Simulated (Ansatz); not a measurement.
Two shapes of triplet C4H6.

Shape 1:

```xyz
10

C     0.0000    0.0000    0.0000
C     1.4100    0.0000    0.0000
C    -0.7050    1.2211    0.0000
C    -0.7050   -1.2211    0.0000
H     1.9714   -0.9343    0.0000
H     1.9714    0.9343    0.0000
H    -1.7948    1.2401    0.0000
H    -0.1766    2.1744    0.0000
H    -1.7948   -1.2401    0.0000
H    -0.1766   -2.1744    0.0000
```

Shape 2:

```xyz
10

C    -0.0408    0.0151   -0.0246
C     1.4387   -0.0270   -0.0308
C    -0.7454    1.2037    0.0238
C    -0.6602   -1.2123   -0.0203
H     1.9913   -0.9507    0.0428
H     1.9879    0.9704    0.0304
H    -1.8067    1.2045    0.0330
H    -0.1283    2.1696   -0.0123
H    -1.7772   -1.2727   -0.0336
H    -0.2085   -2.2120    0.0083
```

Basis set: 6-31G* (spherical functions). Frozen core: 4 orbitals. Charge 0, multiplicity 3.

Computed with Ansatz (development build ahead of 0.2.0); each method stands on the lowest determinant of its kind that the runs found.

(1) Which shape is lower in energy, and by how much in each method?

Results:

(1)

```
 method  E(2) − E(1) (eV)
    UHF             0.413
UHF-MP2             0.363
```

Shape 1 is lower. Caution: the unrestricted determinant is spin contaminated.
